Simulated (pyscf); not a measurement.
HCl + F–Ga(Cl)–Cl → Cl–Ga(Cl)–Cl + HF (four-centre exchange; singlet surface; Cl–H, F–Ga broken, Cl–Ga, F–H formed). Single points on ωB97X-D3(BJ)/def2-SVP structures (PySCF, gas phase). Energies in kcal/mol from the separated reactants.

```csv
level,barrier,reaction energy
ωB97X-D3(BJ)/def2-TZVP,-7.9,-9.1
PBE/def2-TZVP,-7.7,-6.6
r²SCAN/def2-TZVP,…,…
PBE0-D3(BJ)/def2-TZVP,…,-8.8
ωB97M-D3(BJ)/def2-TZVP,-5.1,-7.1
HF/def2-TZVP,7.5,-7.1
```

Q: Complete the blanks.

A: 
- r²SCAN/def2-TZVP, barrier: -9.0
- r²SCAN/def2-TZVP, reaction energy: -6.7
- PBE0-D3(BJ)/def2-TZVP, barrier: -8.1

On the reactant side the descent ends in an adduct with a Cl–Ga contact, 11.6 kcal/mol under the separated species and 3.7 kcal/mol under the saddle at ωB97X-D3(BJ)/def2-TZVP. On the product side the descent ends in an adduct with a F–Ga contact, 10.9 kcal/mol under the separated species and 12.2 kcal/mol under the saddle at ωB97X-D3(BJ)/def2-TZVP. At ωB97X-D3(BJ), PBE, r²SCAN, PBE0-D3(BJ), ωB97M-D3(BJ) the saddle lies under the separated reactants, which points to a path from their complex (located at ωB97X-D3(BJ) alone). At PBE, r²SCAN the saddle lies under the separated products, which points to a path from their complex (located at ωB97X-D3(BJ) alone). What is counted as formed (Cl–Ga) is already present as a longer contact in the reactant adduct; forming that adduct is a step of its own. What is counted as broken (F–Ga) persists as a longer contact in the product adduct; parting that adduct is a step of its own. This is the saddle that the search found; another between the same sides may lie lower. Elements up to Kr have no core potential and no relativistic terms here.
